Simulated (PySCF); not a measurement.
# H2O2 (Hydrogen peroxide): the cost of one run

Programs: PySCF 2.14.0, with density-fitted response routines of our own. Each step states its level of theory. These are calculated values for one molecule in the gas phase, unless marked as measured. Atoms are numbered from 0 throughout.

### 1 Starting geometry

4 atoms, charge 0, multiplicity 1; geometry from: MMFF94s.

Bonds of the start (Å): O0–O1 1.45, O0–H2 0.98, O1–H3 0.98.

### 2 Geometry optimisation at PBE0-D3(BJ)/def2-SVP

Job settings and geometry (Å):

```
{"job": {"xc": "PBE0", "basis": "def2-SVP", "d3": "d3bj", "grid": 1, "kind": "geom"}, "charge": 0, "multiplicity": 1}
O     -0.651597     0.203511     0.324834
O      0.647292     0.210922    -0.328690
H     -1.143838    -0.222880    -0.402221
H      1.148143    -0.191552     0.406077
```

Started as:

```
OMP_NUM_THREADS=1 python probes_run.py task.json out
```

The driver reads the jobs from task.json and runs them one after another.

Q: Estimate the wall time of this first job on 1 thread of Arm Neoverse V2, shared host.

About 2.1 s.
